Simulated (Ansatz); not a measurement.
The same path of C3H9NS (14 atoms, charge 0, multiplicity 1) was run twice with different band settings. The coordinate that changes most is the dihedral C2–S3–C4–H12.

These are results of RKS B3LYP-D4/STO-3G in Ansatz, not measurements.

Relaxed end points:

```xyz
14
Properties=species:S:1:pos:R:3
C -1.700 1.046 0.322
C -0.155 1.243 0.318
S 0.757 0.054 1.376
C 0.758 -1.336 0.188
N 1.432 -0.931 -1.118
H -2.108 1.154 1.339
H -2.181 1.795 -0.327
H -1.969 0.047 -0.053
H 0.085 2.257 0.681
H 0.232 1.146 -0.712
H 1.251 -2.193 0.696
H -0.272 -1.649 -0.070
H 2.466 -0.862 -0.885
H 1.393 -1.801 -1.727
```

```xyz
14
Properties=species:S:1:pos:R:3
C -1.683 0.870 0.678
C -0.350 1.494 0.164
S 1.162 0.559 0.617
C 0.974 -0.795 -0.612
N 1.993 -1.870 -0.273
H -1.671 0.780 1.775
H -2.536 1.503 0.390
H -1.844 -0.132 0.252
H -0.237 2.500 0.603
H -0.405 1.624 -0.932
H -0.075 -1.168 -0.617
H 1.201 -0.439 -1.637
H 1.626 -2.322 0.615
H 1.831 -2.632 -0.995
```

Common settings: movable images 9; climbing image yes; spring 5.0 eV/Å²; start path through a guess of the saddle point; force threshold 0.05 eV/Å; end points relaxed.

| run | optimiser | iteration limit | largest step |
| --- | --- | --- | --- |
| 1 | quadratic models (default) | 46 | default |
| 2 | fire | 60 | 0.5 Å |

Question: What does each run give, and how far can it be trusted?

Answer: Run 1: converged after 6 iterations, highest image 0.171 eV above the first end. A vibrational analysis at the climbing image gives one clearly imaginary mode, 65i cm⁻¹: a first-order saddle point.
Run 2: converged after 49 iterations, highest image 0.176 eV above the first end. The order of the stationary point at the top wasn't checked.
Limits of this set-up: minimal basis.
